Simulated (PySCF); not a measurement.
System: CH2, triplet: symmetric bend, bond length relaxed. Scanned: H-C-H angle. Other coordinates (C-H bond length) were minimised at PBE0/def2-TZVP.

Calculation: CCSD(T) on UHF/cc-pVTZ, 1 core orbital frozen in PySCF.

Scanned values (°): 180, 172, 164, 156, 148, 140, 132, 124, 116, 108, 100, 92, 84, 76, 68.

At which scan points does the profile have its minima and maxima, and how high do they lie?

Lower than their neighbours: 132° (0.0 kcal/mol). Higher than their neighbours: 180° (5.9 kcal/mol, end of the scan), 68° (54.9 kcal/mol, end of the scan). The whole profile spans 54.9 kcal/mol.

The scan ran from 180.0 to 60.0; beyond the range shown the relaxed coordinates jump or full CI changes its symmetry label.
